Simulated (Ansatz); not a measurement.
A made-up structure of CH$_{3}$SSi (charge -1), closed shell:

```
6
angstrom
Si -0.1783 -0.1029 -0.8957
C 0.5021 -0.0273 0.4629
S 0.5119 -1.2364 1.4312
H -1.4902 -0.9713 -0.6412
H -0.5174 1.4067 -0.8979
H 1.1720 0.9312 0.5407
```

It is relaxed with PBE-D4/def2-SVPD and then PBE0-D4/def2-TZVPD (Ansatz 0.2.0). Atoms count as bonded within 1.22 times the sum of their covalent radii (H–H: 0.88 Å). The end point is not checked to be a true minimum.

Task: Does its bonding change? (Judge from chemistry; the calculation decides.)

Result: The calculation gives: No: no bond forms or breaks.

Where it ends: The first stage lowers the energy by 2.70 eV in 9 steps. It ends as CH₃SSi ([SiH2][CH][S]), total charge -1:
```tsv
atom	x (Å)	y (Å)	z (Å)
Si1	-0.3087	-0.0330	-1.0025
C2	0.5900	-0.0800	0.5797
S3	0.7952	-1.2857	1.7162
H4	-1.5968	-0.8037	-0.8531
H5	-0.7333	1.4143	-1.1414
H6	1.2537	0.7881	0.7011
```

Labels in which every atom is bracketed show which atoms are joined, not bond orders.

For scale, one of the runs: PBE0-D4/def2-TZVPD relaxation, 153 basis functions, launched by `ansatz run in.yaml --threads 2 --pin off --events-out ev --progress --plain --max-ram 4352MiB`. The run took about 26 s on 2 CPU threads of an Arm Neoverse V2 (shared host).
